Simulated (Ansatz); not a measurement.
Base system: AlP in the zinc blende structure (space group F-43m, No. 216; a = 5.5078 Å).

Method: PBE in Ansatz (plane waves to 420 eV, PAW, without spin-orbit coupling).

It is then changed as follows: full substitution Al → B; the structure is relaxed again.

Measured lattice parameter a: AlP 5.451 Å (static lattice; corrected from measurement; as listed in Daniel Mejia-Rodriguez, S. B. Trickey, Phys. Rev. B (2018)); BP 4.525 Å (static lattice; corrected from measurement; as listed in Daniel Mejia-Rodriguez, S. B. Trickey, Phys. Rev. B (2018)).

How well does PBE reproduce the measured shift?

With PBE the lattice parameter a moves by -0.959 Å (5.508 → 4.548) against -0.926 Å measured.

No phonon test of stability was made.

Ansatz is a first-principles code.
